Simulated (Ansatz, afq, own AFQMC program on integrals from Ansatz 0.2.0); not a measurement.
Integrals from Ansatz 0.2.0, then the random walk in our own AFQMC program (afq).

```yaml
crystal:
  periodic: [false, false, false]
  atoms:
    - {symbol: N, position_ang: [-0.101012, -0.001357, 0.000007]}
    - {symbol: H, position_ang: [2.629742, 0.035323, -0.000180]}
    - {symbol: H, position_ang: [-0.624935, 0.878589, -0.002755]}
    - {symbol: H, position_ang: [-0.601110, -0.895058, 0.002839]}
basis:
  gaussian: {orbitals: 6-31G}
total_charge: 1
magnetization: {spin_polarized: false, initial_magnetization: 1}
correlation: {method: ccsd_t, electrons: outside_noble_gas, hamiltonian_folder: ham}
```

```sh
$ ansatz run in.yaml --threads 1 --pin off --events-out ev --progress --plain --max-ram 16896MiB --backend cuda --devices 0, --max-vram 18GiB
```

Options of the walk:

```
--method phaseless --trial cisd --walkers 4000 --populations 20 --least-time 60 --time-step 0.005 --steps-per-block 50 --equilibration-blocks 40 --max-blocks 4000 --target-error 0.00032 --factor-cut 1e-05 --start spin_pure --seed 6875 --release-times 0.24,0.51,0.99,1.62,2.4 --release-step 0.03 --release-every 3 --taylor-order 6
```

Times are imaginary, in 1/Eh. The walk had a cap of 122 s. With eight or more populations the least sampling time is a fifth of least-time, and the error comes from their spread.

Output of the walk:

```
orbitals 14  electrons 4 3  factors 77 of 228
reference energy -55.50974804 Eh
CCSD correlation -0.25040861 Eh in 20 cycles, weight of the determinant in the CISD state 0.5913
energy of the start -55.760178 Eh
 block  time / (1/Eh)  mean weight  energy / Eh
     1     0.250  0.9997  -55.757160
     2     0.500  1.0001  -55.757686
     3     0.750  0.9999  -55.758940
     4     1.000  1.0001  -55.759680
     5     1.250  1.0001  -55.761285
     8     2.000  0.9999  -55.761824
    11     2.750  1.0003  -55.763822
    15     3.750  1.0001  -55.764407
    17     4.250  1.0001  -55.763931
    23     5.750  0.9999  -55.761939
    29     7.250  1.0001  -55.762515
    35     8.750  1.0002  -55.761913
    41    10.250  0.9996  -55.762306
    47    11.750  1.0002  -55.762123
    53    13.250  0.9998  -55.763533
    59    14.750  0.9998  -55.762431
    61    15.250  0.9997  -55.760886
    65    16.250  1.0001  -55.762731
    71    17.750  1.0002  -55.762043
    77    19.250  0.9995  -55.761982
    83    20.750  0.9998  -55.762311
    89    22.250  1.0000  -55.762462
error from the spread of 20 populations
released: time / (1/Eh)  energy / Eh  error  mean overlap
  0.24  -55.762911  0.000155  0.9984
  0.51  -55.763287  0.000144  0.9962
  0.99  -55.763488  0.000126  0.9976
  1.62  -55.763822  0.000140  0.9957
  2.40  -55.764132  0.000228  0.9964
energy -55.762339 +/- 0.000171 Eh
(rows thinned)
```

The run passed its tests (sampling time, drift between the halves within three errors, error under three times the target), which doesn't prove that it has relaxed.

Against this walk (error 4.7 meV) on the same determinant: CCSD(T) 59.7 meV lower, CCSDT(Q) 92.5 meV lower, CCSDTQ 84.8 meV lower, full CI 85.5 meV lower. The error is statistical and leaves out the bias of the constraint. The released energies are still falling (meV from the phaseless value at times in 1/Eh: -16 ± 4 at 0.24, -26 ± 4 at 0.51, -31 ± 3 at 0.99, -40 ± 4 at 1.62, -49 ± 6 at 2.40), so they give no level; they do show a bias of the constraint, and the last of them that isn't too noisy lies 37 meV above full CI. Full CI is exact here, so the walk's 85 meV above it is the walk's own error: the bias of the constraint with this trial. The determinant is a poor start (see the cautions), so the low cluster orders aren't to be relied on, and full CI is the sure value.

Cautions: constraint bias not in the error; a spin-contaminated unrestricted determinant lies lower (UHF 4.79 eV lower, ⟨S²⟩ 1.72); the search met a lower determinant of the same kind, perhaps of another symmetry (2.46 eV lower); strong correlation (T1 0.155, weight of the determinant 0.59, largest double 0.35); the CCSD(T) amplitudes may be one of several solutions (largest double 0.35); the CCSDT(Q) amplitudes may be one of several solutions (largest double 0.49); the CCSDTQ amplitudes may be one of several solutions (largest double 0.49).

The walk took 18 s on 1 × NVIDIA H100 80GB HBM3 with 2 threads of AMD EPYC 7R13 Processor (Zen 3), on a shared host (the card was shared). The log's last line is the phaseless energy.

CCSDT and higher add their correlation energy to the determinant of the CCSD(T) run, since their own runs factorise the integrals more tightly (a shift of under 2 meV).
